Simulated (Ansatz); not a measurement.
in.yaml

```yaml
crystal:
  periodic: [false, false, false]
  atoms:
    - {symbol: Al, position_ang: [0.000000, -0.797274, 0.000000]}
    - {symbol: F, position_ang: [0.000000, 0.566144, -0.923104]}
    - {symbol: F, position_ang: [0.000000, 0.566144, 0.923104]}
basis:
  gaussian: {orbitals: cc-pVDZ}
magnetization: {spin_polarized: true, initial_magnetization: 1}
hamiltonian: {xc: {name: B2PLYP}}
correlation: {electrons: outside_noble_gas}
```

```sh
$ ansatz run in.yaml --threads 1 --pin off --events-out ev --progress --plain --max-ram 2393MiB
```

The program prints:

```
440 factors; integrals over basis functions are off by at most 4.3e-4 eV
mean field evaluation 1: about -12014.7891 eV, gradient 3.6e1 eV
mean field evaluation 2: about -12014.8367 eV, gradient 3.6e1 eV
mean field evaluation 4: about -12019.3224 eV, gradient 7.6e0 eV
mean field evaluation 8: about -12019.6897 eV, gradient 7.1e-2 eV
mean field evaluation 16: about -12019.6897 eV, gradient 1.1e-4 eV
mean field evaluation 32: about -12019.5479 eV, gradient 2.2e0 eV
mean field -12019.68970830 eV, -441.7154495418 hartree, gradient 2.7e-6 eV, S^2 0.751459; 3 other end points of the search recorded, 0 dependent functions left out
7 core orbitals not correlated: weight in the atoms' cores, before any rotation towards them, 1.000 or more for the frozen orbitals, at most 0.000 for the correlated occupied ones
reference -12019.68982745 eV, -441.7154539203 hartree; 9, 8 occupied and 30, 31 virtual orbitals, 440 factors
second order -13.76065854 eV of doubles, -0.00000000 eV of singles
Total energy: -12023.40520525 eV, -441.8519915363 hartree
```

Ran on 1 thread of Arm Neoverse N1, shared host: 6 s wall, 0.12 GiB peak host memory.
